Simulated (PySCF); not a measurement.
One of the candidates below gave these computed data.

All candidates are C10H8.

| technique | computed result |
| --- | --- |
| 13C NMR | chemical shifts (computed TMS as zero) by class: 144.8 (1 C), 144.2 (2 C), 144.1 (2 C), 143.6 (1 C), 127.4 (2 C), 123.0 (2 C) ppm [GIAO PBE0/pcSseg-1] |
| Rotational structure | rotational constants A, B, C: 2.887, 1.271, 0.883 GHz [GFN2-xTB] |
| 1H NMR | chemical shifts (computed TMS as zero) by class: 8.75 (2 H), 8.36 (1 H), 8.14 (1 H), 7.77 (2 H), 7.58 (2 H) ppm [GIAO PBE0/pcSseg-1] |
| Dipole | 1.11 D [PBE0/pcSseg-1] |

Electronic properties: PySCF, gas phase, density fitting. Levels stand in brackets. Isolated species at its GFN2-xTB geometry, gas phase. NMR values are class means; diastereotopic atoms form classes of their own.

Question: Which candidate is it?
A. `C#C[C@@]12C=C[C@H]3C=C[C@@H]1[C@H]32`
B. `C#CC#CC1=CCC=CC1`
C. `c1ccc2cccc-2cc1`
D. `C#CC1=C[C@@H]2C=C[C@@H]3[C@H]1[C@H]23`

Answer: C. It is `c1ccc2cccc-2cc1`. Numbering: `[cH:1]1[cH:2][cH:3][c:4]2[cH:5][cH:6][cH:7][c:8]-2[cH:9][cH:10]1`. Its formula, C10H8, gives 7 degrees of unsaturation: 2 rings and 5 π bonds in the structure found (Kekulé form). 10 carbons fall into 6 classes; from least to most shielded: aromatic CH carbon [C1] (144.8 ppm), aromatic CH carbon [C3/C9] (144.2 ppm, 2 C), substituted aromatic carbon [C4/C8] (144.1 ppm, 2 C), aromatic CH carbon [C6] (143.6 ppm), aromatic CH carbon [C2/C10] (127.4 ppm, 2 C), aromatic CH carbon [C5/C7] (123.0 ppm, 2 C). Hydrogen classes from least to most shielded: 2 H on 2 aromatic CH carbons, C3/C9 (8.75 ppm), 1 H on an aromatic CH carbon, C6 (8.36 ppm), 1 H on an aromatic CH carbon, C1 (8.14 ppm), 2 H on 2 aromatic CH carbons, C5/C7 (7.77 ppm), 2 H on 2 aromatic CH carbons, C2/C10 (7.58 ppm). The optimised geometry has point group C2v and is an asymmetric top.

The others, at the same levels:
- `C#C[C@@]12C=C[C@H]3C=C[C@@H]1[C@H]32` fails: it has 10 carbon classes against 6; its computed 13C shifts are 140.0 (1 C), 137.8 (1 C), 129.1 (1 C), 126.5 (1 C), 90.7 (1 C), 74.6 (1 C), 60.2 (1 C), 57.4 (1 C), 57.2 (1 C), 45.3 (1 C) ppm, 1H shifts are 6.02 (1 H), 5.94 (1 H), 5.31 (1 H), 5.22 (1 H), 3.37 (1 H), 3.12 (1 H), 3.08 (1 H), 1.64 (1 H) ppm and rotational constant A is 3.184 GHz (against 2.887 GHz).
- `C#CC#CC1=CCC=CC1` fails: it has 10 carbon classes against 6; its computed 13C shifts are 146.4 (1 C), 131.1 (1 C), 129.3 (1 C), 122.2 (1 C), 84.2 (1 C), 79.8 (1 C), 79.7 (1 C), 73.8 (1 C), 33.6 (1 C), 32.0 (1 C) ppm, 1H shifts are 6.69 (1 H), 6.00 (1 H), 5.93 (1 H), 3.06 (2 H), 2.97 (2 H), 1.84 (1 H) ppm and rotational constant A is 4.999 GHz (against 2.887 GHz).
- `C#CC1=C[C@@H]2C=C[C@@H]3[C@H]1[C@H]23` fails: it has 10 carbon classes against 6; its computed 13C shifts are 144.9 (1 C), 135.5 (1 C), 128.2 (1 C), 117.4 (1 C), 86.0 (1 C), 85.9 (1 C), 56.9 (1 C), 51.2 (1 C), 49.7 (1 C), 45.0 (1 C) ppm, 1H shifts are 6.22 (1 H), 5.88 (1 H), 5.36 (1 H), 3.12 (1 H), 3.07 (1 H), 2.99 (1 H), 2.92 (1 H), 2.48 (1 H) ppm and smallest rotational constant is 1.082 GHz (against 0.883 GHz).
